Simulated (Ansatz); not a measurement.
System: bcc Ba. Method: r²SCAN (Ansatz, an electronic-structure program, plane waves, PAW).

Run with plane-wave cutoff 600 eV, 12×12×12 k mesh, Fermi–Dirac smearing 0.1 eV, finite displacements, scalar-relativistic PAW data made under PBE.

The cell has the measured lattice parameters. Conventional cell: a = 5.0250 Å, b = 5.0250 Å, c = 5.0250 Å, α = 90.00°, β = 90.00°, γ = 90.00°.

Harmonic phonon frequencies (cm⁻¹; i marks an imaginary mode):

| q point | frequencies |
|---|---|
| H | (withheld) |
| N | 29 48 76 |

**Question.** Fill in the missing entries.

**Answer.** 
- H, frequencies: 73 73 73

No imaginary mode appears at these points.

Note: the cell isn't this level's own, so it is under some stress, which shifts stiffness and frequencies.
